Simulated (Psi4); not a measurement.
# A workflow on AlH2F (SMILES [F][AlH2])

We compute a series of 10 runs (PBE-D4/def2-SVP, PBE0-D4/def2-TZVP, PBE-D4/def2-TZVPP, r2SCAN-D4/def2-TZVPP, B3LYP-D4/def2-TZVPP, PBE0-D4/def2-TZVPP, wB97M-V/def2-TZVPP, CCSD(T)/def2-TZVPP, and more) of AlH2F. 

Program for the calculation: Psi4 1.11.

## Step 1: The molecule

AlH2F has 4 atoms, charge 0, and is taken as a singlet. SMILES: `[F][AlH2]`. Geometry: a GFN2-xTB, rattled relaxation, a rough one for these elements and not checked as a minimum. The run starts from this shape.

Bond lengths: F1–Al2 1.599 Å, Al2–H3 1.564 Å, Al2–H4 1.569 Å. Angles: F1–Al2–H3 118.7°, F1–Al2–H4 120.3°, H3–Al2–H4 120.5°.

## Step 2: A structure relaxation at PBE-D4/def2-SVP (density fitting) (run 1)

Input file input.inp:

```
memory 3300 mb

molecule system {
  0 1
  F     -0.356419    -0.032455     1.540049
  Al     0.059332    -0.029321    -0.004056
  H     -0.399071    -1.220256    -0.908635
  H      0.751435     1.229632    -0.634736
  units angstrom
  symmetry c1
}

set {
  basis def2-SVP
  scf_type df
  geom_maxiter 60
  max_force_g_convergence 0.0005
}

E, wfn = optimize("pbe-d4", return_wfn=True)
print_variables()
```

Command:

```console
$ psi4 -i input.inp -o input.out -n 2
```

input.out:

```text
[...]
  Running in c1 symmetry.
[...]
  Nuclear repulsion =   51.177940588062924
[...]
  Multiplicity = 1
[...]
  Nalpha       = 12
  Nbeta        = 12
[...]
    Number of basis functions: 42
[...]
   @DF-RKS iter   1:  -343.02790037967901   -3.61732e-01   1.15814e-02 ADIIS/DIIS
[...]
   @DF-RKS iter   6:  -343.12576187039019   -6.82121e-13   2.98963e-09 DIIS
[...]
    Orbital Energies [Eh]
    ---------------------
    Doubly Occupied:
       1A    -55.401405     2A    -24.221881     3A     -3.958148
       4A     -2.569702     5A     -2.562241     6A     -2.558936
       7A     -1.009567     8A     -0.400498     9A     -0.337684
      10A     -0.336147    11A     -0.331479    12A     -0.270687
[...]
  @DF-RKS Final Energy:  -343.12576187039019
   => Energetics <=
    Nuclear Repulsion Energy =             49.0724886699449812
    One-Electron Energy =                -575.4265638662766378
    Two-Electron Energy =                 212.8449601521798229
    DFT Exchange-Correlation Energy =     -29.6154581440866380
    Empirical Dispersion Energy =          -0.0011886821517402
    VV10 Nonlocal Energy =                  0.0000000000000000
    Total Energy =                       -343.1257618703901926
[...]
 Multipole Moments:
 ------------------------------------------------------------------------------------
     Multipole            Electronic (a.u.)      Nuclear  (a.u.)        Total (a.u.)
 ------------------------------------------------------------------------------------
 L = 1.  Multiply by 2.5417464519 to convert [e a0] to [Debye]
 Dipole X            :         -0.5455588            0.6534318            0.1078730
 Dipole Y            :         -0.0259711            0.0306207            0.0046496
 Dipole Z            :          2.3877002           -2.8581966           -0.4704964
 Magnitude           :                                                    0.4827267
[...]
  -Total Gradient:
     Atom            X                  Y                   Z
    ------   -----------------  -----------------  -----------------
       1       -0.000005335937     0.000008336845     0.000013995270
       2        0.000030182182    -0.000026821585    -0.000096259551
       3        0.000026313546     0.000059291332    -0.000020920799
       4       -0.000019990071    -0.000039411578    -0.000032198598
[...]
    Final optimized geometry and variables:
    Molecular point group: c1
    Full point group: C1
    Geometry (in Angstrom), charge = 0, multiplicity = 1:
    F           -0.233207658627    -0.010777890233     1.019490557622
    AL           0.141701728836     0.006532657263    -0.619399686782
    H           -0.298077214630    -1.265676951464    -1.468650324786
    H            0.900604879115     1.293957217709    -1.167061266971
  Variable Map:
  ----------------------------------------------------------------------------
  "CURRENT ENERGY"                                 =>    -343.125761870390
  "CURRENT REFERENCE ENERGY"                       =>    -343.125761870390
  "DD SOLVATION ENERGY"                            =>       0.000000000000
  "DFT FUNCTIONAL TOTAL ENERGY"                    =>    -343.124573188238
[...]
```

On the terminal:

```text
Optimizer: Optimization complete!
```

Wall time 77 s (2 threads of AMD EPYC (Zen 3), shared host); peak memory 0.38 GiB.

Step by step:

```
step  energy from the first frame kept (eV)  largest force (eV/Å)
   0                                 0.0000                2.8444
   1                                -0.1180                0.9681
   2                                -0.0482                1.1866
   3                                -0.1209                0.4850
   4                                -0.1397                0.0929
   5                                -0.1402                0.0335
   6                                -0.1403                0.0054
```

After the run. Bond lengths: F1–Al2 1.681 Å, Al2–H3 1.592 Å, Al2–H4 1.592 Å. Angles: F1–Al2–H3 116.8°, F1–Al2–H4 116.7°, H3–Al2–H4 126.5°.

## Step 3: A structure relaxation at PBE0-D4/def2-TZVP (density fitting) (run 2)

Input file input.inp:

```
memory 3300 MB

molecule {
  0 1
  F     -0.333538    -0.039911     1.594410
  Al     0.041372    -0.022601    -0.044480
  H     -0.398407    -1.294810    -0.893731
  H      0.800275     1.264824    -0.592142
  symmetry c1
}

set basis def2-TZVP
set reference rks
set scf_type df
set geom_maxiter 50
set max_force_g_convergence 0.0002

E, wfn = optimize("pbe0-d4", return_wfn=True)
print_variables()
```

Command:

```console
$ psi4 input.inp input.out -n 2
```

input.out:

```text
[...]
  Running in c1 symmetry.
[...]
  Nuclear repulsion =   49.072490415830117
[...]
  Multiplicity = 1
[...]
  Nalpha       = 12
  Nbeta        = 12
[...]
    Number of basis functions: 80
[...]
   @DF-RKS iter   1:  -343.28660942431281   -5.48701e-01   6.35832e-03 DIIS/ADIIS
[...]
   @DF-RKS iter   7:  -343.36775665057098   -4.54747e-13   1.67357e-09 DIIS
[...]
    Orbital Energies [Eh]
    ---------------------
    Doubly Occupied:
       1A    -56.167299     2A    -24.731009     3A     -4.198806
       4A     -2.733961     5A     -2.726974     6A     -2.724489
       7A     -1.174331     8A     -0.484791     9A     -0.426057
      10A     -0.425296    11A     -0.394174    12A     -0.323113
[...]
  @DF-RKS Final Energy:  -343.36775665057098
   => Energetics <=
    Nuclear Repulsion Energy =             49.9044903539152429
    One-Electron Energy =                -577.5725254672964866
    Two-Electron Energy =                 206.7614601845569098
    DFT Exchange-Correlation Energy =     -22.4601958502306189
    Empirical Dispersion Energy =          -0.0009858715159780
    VV10 Nonlocal Energy =                  0.0000000000000000
    Total Energy =                       -343.3677566505709819
[...]
 Multipole Moments:
 ------------------------------------------------------------------------------------
     Multipole            Electronic (a.u.)      Nuclear  (a.u.)        Total (a.u.)
 ------------------------------------------------------------------------------------
 L = 1.  Multiply by 2.5417464519 to convert [e a0] to [Debye]
 Dipole X            :         -0.5282963            0.6462811            0.1179848
 Dipole Y            :         -0.0234138            0.0299291            0.0065154
 Dipole Z            :          2.2991309           -2.8236819           -0.5245511
 Magnitude           :                                                    0.5376957
[...]
  -Total Gradient:
     Atom            X                  Y                   Z
    ------   -----------------  -----------------  -----------------
       1        0.000013489852    -0.000012545543     0.000057632499
       2       -0.000024004065     0.000043786522    -0.000283183795
       3        0.000002430698    -0.000044419971     0.000060862771
       4        0.000029848814     0.000014347935     0.000068249634
[...]
    Final optimized geometry and variables:
    Molecular point group: c1
    Full point group: C1
    Geometry (in Angstrom), charge = 0, multiplicity = 1:
    F           -0.228335022370    -0.010983257859     1.001137466035
    AL           0.138491177143     0.006706128251    -0.607598245696
    H           -0.294209458792    -1.251482639161    -1.451877923954
    H            0.890836611123     1.278990095481    -1.153810206471
  Variable Map:
  ----------------------------------------------------------------------------
  "CURRENT ENERGY"                                  =>    -343.367756650571
  "CURRENT REFERENCE ENERGY"                        =>    -343.367756650571
  "DD SOLVATION ENERGY"                             =>       0.000000000000
  "DFT FUNCTIONAL TOTAL ENERGY"                     =>    -343.366770779055
[...]
```

On the terminal:

```text
Optimizer: Optimization complete!
```

Wall time 71 s (2 threads of AMD EPYC (Zen 3), shared host); peak memory 0.48 GiB.

Steps, from the record of the run:

```
step  energy from the first frame kept (eV)  largest force (eV/Å)
   0                                 0.0000                0.8349
   1                                -0.0161                0.2791
   2                                -0.0152                0.1445
   3                                -0.0077                0.5709
   4                                -0.0149                0.1592
   5                                -0.0173                0.0148
```

After the run. Bond lengths: F1–Al2 1.650 Å, Al2–H3 1.576 Å, Al2–H4 1.576 Å. Angles: F1–Al2–H3 116.9°, F1–Al2–H4 116.9°, H3–Al2–H4 126.2°.

Runs 3 to 7 aren't shown in full; the table further down has their settings and results.

## Step 4: The energy at wB97M-V/def2-TZVPP (density fitting) (run 8)

Input file input.inp:

```
memory 3.3 GB

molecule molecule1 {
  0 1
  F     -0.328665    -0.040117     1.576057
  Al     0.038161    -0.022427    -0.032679
  H     -0.394539    -1.280616    -0.876958
  H      0.790507     1.249857    -0.578891
  symmetry c1
}

set {
  basis                def2-TZVPP
  scf_type             df
  dft_radial_points    99
  dft_spherical_points 590
  dft_vv10_postscf     true
}

energy_value = energy('wb97m-v')
print_variables()
```

Command:

```console
$ psi4 -i input.inp -o input.out -n 2
```

input.out:

```text
[...]
  Running in c1 symmetry.
[...]
  Nuclear repulsion =   49.904484817274970
[...]
  Multiplicity = 1
[...]
  Nalpha       = 12
  Nbeta        = 12
[...]
    Number of basis functions: 101
[...]
   @DF-RKS iter   1:  -343.56942801946246   -7.09650e-01   4.72045e-03 DIIS/ADIIS
[...]
   @DF-RKS iter   7:  -343.63805628120417   -5.20637e-08   2.90447e-07 DIIS
[...]
    Orbital Energies [Eh]
    ---------------------
    Doubly Occupied:
       1A    -56.327575     2A    -24.867500     3A     -4.312225
       4A     -2.830511     5A     -2.823981     6A     -2.821753
       7A     -1.280391     8A     -0.584555     9A     -0.525455
      10A     -0.523904    11A     -0.485715    12A     -0.408035
[...]
  @DF-RKS Final Energy:  -343.53596287700350
   => Energetics <=
    Nuclear Repulsion Energy =             49.9044848172749695
    One-Electron Energy =                -577.4128896748238731
    Two-Electron Energy =                 206.2291972282012296
    DFT Exchange-Correlation Energy =     -22.3588456326183547
    Empirical Dispersion Energy =           0.0000000000000000
    VV10 Nonlocal Energy =                  0.1020903849625166
    Total Energy =                       -343.5359628770035556
[...]
 Multipole Moments:
 ------------------------------------------------------------------------------------
     Multipole            Electronic (a.u.)      Nuclear  (a.u.)        Total (a.u.)
 ------------------------------------------------------------------------------------
 L = 1.  Multiply by 2.5417464519 to convert [e a0] to [Debye]
 Dipole X            :         -0.5323369            0.6462821            0.1139452
 Dipole Y            :         -0.0235842            0.0299295            0.0063453
 Dipole Z            :          2.3166361           -2.8236816           -0.5070455
 Magnitude           :                                                    0.5197296
[...]
```

Run time: 50 s. Hardware: 2 threads of AMD EPYC (Zen 3), shared host; peak memory 1.6 GiB.

Run 9 isn't shown in full; the table further down has it.

## Step 5: A single-point energy at MP2/def2-QZVPP (density fitting, density fitting for correlation) (run 10)

Input file input.inp:

```
memory 3300 mb

molecule m {
  0 1
  F     -0.328665    -0.040117     1.576057
  Al     0.038161    -0.022427    -0.032679
  H     -0.394539    -1.280616    -0.876958
  H      0.790507     1.249857    -0.578891
  units angstrom
  symmetry c1
}

set {
  basis def2-QZVPP
  scf_type df
  num_frozen_docc 6
}

energy_value, wavefunction = energy('mp2', return_wfn=True)
```

Command:

```console
$ psi4 -i input.inp -o input.out -n 2
```

input.out:

```text
[...]
  Running in c1 symmetry.
[...]
  Nuclear repulsion =   49.904484817274970
[...]
  Multiplicity = 1
[...]
  Nalpha       = 12
  Nbeta        = 12
[...]
    Number of basis functions: 187
[...]
   @DF-RHF iter   1:  -342.59877230988093   -8.95683e-01   2.12933e-03 DIIS/ADIIS
[...]
   @DF-RHF iter   9:  -342.64955701488299   -2.06342e-11   4.78867e-09 DIIS
[...]
    Orbital Energies [Eh]
    ---------------------
    Doubly Occupied:
       1A    -58.494424     2A    -26.249213     3A     -4.907055
       4A     -3.223338     5A     -3.221111     6A     -3.219875
       7A     -1.537186     8A     -0.679745     9A     -0.626171
      10A     -0.621243    11A     -0.529674    12A     -0.443834
[...]
  @DF-RHF Final Energy:  -342.64955701488299
   => Energetics <=
    Nuclear Repulsion Energy =             49.9044848172749695
    One-Electron Energy =                -577.6023470865683294
    Two-Electron Energy =                 185.0483052544103941
    Total Energy =                       -342.6495570148830438
[...]
 Multipole Moments:
 ------------------------------------------------------------------------------------
     Multipole            Electronic (a.u.)      Nuclear  (a.u.)        Total (a.u.)
 ------------------------------------------------------------------------------------
 L = 1.  Multiply by 2.5417464519 to convert [e a0] to [Debye]
 Dipole X            :         -0.5161639            0.6462821            0.1301182
 Dipole Y            :         -0.0227027            0.0299295            0.0072268
 Dipole Z            :          2.2448370           -2.8236816           -0.5788446
 Magnitude           :                                                    0.5933330
[...]
```

It took 14 s on 2 threads of AMD EPYC (Zen 3), shared host; peak memory 0.39 GiB.

## Step 6: All runs side by side

```
run                                                                  level  geom maxiter  max force g convergence         task  energy (Eh)  dipole moment (D)  HOMO energy (eV)  LUMO energy (eV)  wall time
  1                                      PBE-D4/def2-SVP (density fitting)            60                   0.0005     optimise  -343.125762               1.23             -7.37             -2.07       77 s
  2                                    PBE0-D4/def2-TZVP (density fitting)            50                   0.0002     optimise  -343.367757               1.37             -8.79             -1.37       71 s
  3                                    PBE0-D4/def2-TZVP (density fitting)             –                        –  frequencies      timeout                  –                 –                 –    3.3 min
  4                                    PBE-D4/def2-TZVPP (density fitting)             –                        –       energy  -343.343540               1.27             -7.45             -2.14       33 s
  5                                 r2SCAN-D4/def2-TZVPP (density fitting)             –                        –       energy  -343.512056               1.28             -7.79             -1.75       49 s
  6                                  B3LYP-D4/def2-TZVPP (density fitting)             –                        –       energy  -343.614373               1.35             -8.62             -1.62       23 s
  7                                   PBE0-D4/def2-TZVPP (density fitting)             –                        –   properties  -343.368211               1.36             -8.79             -1.37       24 s
  8                                   wB97M-V/def2-TZVPP (density fitting)             –                        –       energy  -343.535963               1.32            -11.10              0.17       50 s
  9  CCSD(T)/def2-TZVPP (density fitting, density fitting for correlation)             –                        –       energy  -342.998118                  –            -12.07              1.21    1.8 min
 10      MP2/def2-QZVPP (density fitting, density fitting for correlation)             –                        –       energy  -343.018241                  –            -12.08              0.87       14 s
```

## Step 7: Results

| quantity | value |
| --- | --- |
| run 10, MP2/def2-QZVPP: total energy | -343.01824 Eh |
| run 10, MP2/def2-QZVPP: HOMO energy (Hartree–Fock orbitals) | -12.08 eV |
| run 10, MP2/def2-QZVPP: LUMO energy (Hartree–Fock orbitals) | 0.87 eV |
| run 10, MP2/def2-QZVPP: HOMO–LUMO gap (Hartree–Fock orbitals) | 12.94 eV |
| run 10, MP2/def2-QZVPP: correlation energy (6 core orbitals frozen) | -368.7 mEh |

**Reading.** Over runs 4, 5, 6, 7, 8 the dipole moment (its size) runs from 1.27 D (PBE-D4/def2-TZVPP) to 1.36 D (PBE0-D4/def2-TZVPP). Over runs 4, 5, 6, 7, 8 the HOMO–LUMO gap runs from 5.31 eV (PBE-D4/def2-TZVPP) to 11.27 eV (wB97M-V/def2-TZVPP). Totals of different functionals can't be ranked against each other. All runs together took 11 min, the longest 3.3 min. 1 of the 10 runs gave no usable result.
